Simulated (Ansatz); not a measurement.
Geometry optimisation, RKS LDA/def2-SVP in Ansatz 0.2.0.

input.yaml

```yaml
crystal:
  periodic: [false, false, false]
  atoms:
    - { symbol: B, position_ang: [0.0, 0.0, 0.0] }
    - { symbol: H, position_ang: [0.0, 0.0, 1.54] }
    - { symbol: F, position_ang: [1.1431, 0.0, -0.66] }
    - { symbol: H, position_ang: [-1.0305, 0.0, -0.595] }
    - { symbol: S, position_ang: [0.0982, 2.076, 0.6906] }
    - { symbol: H, position_ang: [0.6507, 2.1151, 1.9763] }
    - { symbol: H, position_ang: [0.0413, 0.8741, 1.6662] }
basis:
  gaussian: { orbitals: def2-SVP }
hamiltonian:
  xc: lda
relax:
  f_tol: 0.15
  max_steps: 25
  restrain:
    - { distance: [0, 4], at: 3.09, k: 30.0 }
    - { distance: [6, 1], at: 1.86, k: 30.0 }
    - { distance: [0, 1], at: 1.19, k: 30.0 }
    - { distance: [6, 4], at: 1.4, k: 30.0 }
```

Run as:

```bash
$ ansatz run input.yaml --threads 1 --pin off --max-ram 2048MiB --backend cpu --events-out ev --progress --plain --runs-dir out
```

Q: Where does it end, and by what steps?

A: It converged. The restraints hold the end off the free minimum. After 11 steps the energy has fallen by 2.324 eV (the restraints' own energy left out); S5 moved furthest, 0.82 Å. Joined: B1–H2 (1.54 → 1.21 Å).

```tsv
step	energy less start (eV)	largest force component (eV/Å)	accepted
0	0.0000	3.958	yes
1	-0.6507	1.991	yes
2	-0.8360	2.511	yes
3	-1.3629	1.901	yes
4	-2.0480	1.581	yes
5	-2.2709	0.994	yes
6	-2.3089	0.513	yes
7	-2.3184	0.580	yes
8	-2.3225	0.574	yes
9	-2.3059	0.771	no
10	-2.3224	0.535	no
11	-2.3241	0.594	yes
```

```xyz
7
Properties=species:S:1:pos:R:3
B 0.024 -0.251 -0.010
H -0.092 -0.543 1.155
F 1.233 -0.299 -0.528
H -0.919 -0.017 -0.750
S -0.163 2.516 1.330
H 1.159 2.455 1.668
H -0.339 1.205 1.753
```

The run took 14 s on 1 thread of Arm Neoverse V1, with other jobs on the host, peak memory 0.12 GiB.
